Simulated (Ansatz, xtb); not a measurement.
## A geometry optimisation of NOS− with r2SCAN-D4/def2-SVPD

The starting geometry of this gas-phase singlet has its atoms placed at random.

```xyz
3

N     1.6495    0.3076   -0.5010
O    -0.2156   -0.7902    1.0918
S     0.2352    0.8508   -0.3188
```

Question: Guess where an optimisation with r2SCAN-D4/def2-SVPD ends from this start.

Answer: It ends as `N#S[O-]`. Contacts that close: O2–S3 (2.21 → 1.55 Å).

The energy falls by 3.41 eV over 6 steps:

```csv
step,E − E(last) (eV)
1,3.407
2,1.785
3,0.288
4,0.023
5,0.000
6,0.000
```

Final geometry (Å):

```xyz
3

N     1.6702    0.4349   -0.6045
O    -0.2749   -0.5541    0.9404
S     0.2737    0.4875   -0.0639
```

From the same start GFN2-xTB reaches the same bonding as this run.

From so rough a start the end depends on the optimiser's path, so another program may land elsewhere. No frequencies were run, so the end isn't proven a minimum. Run with Ansatz 0.2.0, 4.5 s on 2 threads of Arm Neoverse V2, with other jobs on the host.
